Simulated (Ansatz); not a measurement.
Write a Python script for Ansatz 0.2.0, Python API that makes vertical and adiabatic energies of changing the electron count of AlClO, SMILES [O]=[Al][Cl]. Use (for the species named): B3LYP, 6-31G* basis, multiplicity 1.

```xyz
3

O     0.1075    1.6943    0.2460
Al    0.0093    0.1472    0.0214
Cl   -0.1168   -1.8415   -0.2673
```

Script `adiabatic.py`:
```python
"""How AlClO relaxes after losing an electron."""

import itertools

import ansatz as az
from ase.data import atomic_numbers, covalent_radii
import numpy as np

BASIS = "6-31G*"
FUNCTIONAL = "b3lyp"
CHARGE = 1

mol = (
    az.Crystal.molecule()
    .atom("O", [0.10747, 1.69426, 0.24596])
    .atom("Al", [0.00934, 0.14722, 0.02138])
    .atom("Cl", [-0.11682, -1.84149, -0.26733])
)

setup = (
    mol.calculation()
    .basis(gaussian=BASIS)
    .functional(FUNCTIONAL)
    .scf(lower_state_search="standard")
)
symbols = [site.symbol for site in mol.cartesian_sites]
start = np.array([site.position_ang for site in mol.cartesian_sites], dtype=float)
report = setup.relax(force_tolerance=0.01, max_steps=100).run().report
end = np.array(report["positions_ang"])

minimum = az.Crystal.molecule()
for symbol, place in zip(symbols, end):
    minimum = minimum.atom(symbol, place.tolist())
ion = minimum.calculation()
ion = ion.basis(gaussian=BASIS)
ion = ion.functional(FUNCTIONAL).scf(lower_state_search="standard")
ion = ion.charge(CHARGE)
ion = ion.spin("collinear", total=1)
vertical = ion.run().report
settled = ion.relax(force_tolerance=0.01, max_steps=80).run().report
print(f"vertical ionisation energy   {vertical['free_energy_ev'] - report['free_energy_ev']:.3f} eV")
print(f"adiabatic, no zero point     {settled['free_energy_ev'] - report['free_energy_ev']:.3f} eV")
print(f"relaxation energy of the ion {vertical['free_energy_ev'] - settled['free_energy_ev']:.3f} eV")
ionised = np.array(settled["positions_ang"])
# pairs closer than 1.2 times the sum of covalent radii, before or after
radius = [covalent_radii[atomic_numbers[s]] for s in symbols]
span = lambda where, i, j: np.linalg.norm(where[i] - where[j])
bonded = [(i, j) for i, j in itertools.combinations(range(len(symbols)), 2) if min(span(end, i, j), span(ionised, i, j)) < 1.2 * (radius[i] + radius[j])]
print("pair        before    after (A)")
for i, j in bonded:
    print(f"{symbols[i]}{i}-{symbols[j]}{j}".ljust(10), f"{span(end, i, j):8.4f} {span(ionised, i, j):8.4f}")
```

```console
$ python adiabatic.py
vertical ionisation energy   10.169 eV
adiabatic, no zero point     9.888 eV
relaxation energy of the ion 0.280 eV
pair        before    after (A)
O0-Al1       1.6064   1.7252
Al1-Cl2      2.0793   2.0108
```

The settings weren't tested for convergence. The energies are electronic: no zero-point or thermal terms, and the basis set is short of its limit. The product may relax into another structure. Each relaxation finds its nearest minimum, which needn't be the lowest. b3lyp holds the VWN-RPA fit, as in Gaussian; the form of ORCA and Turbomole is b3lyp5. Run time: 26 s on 1 thread of Arm Neoverse V1 (shared host), peak memory 0.2 GiB.
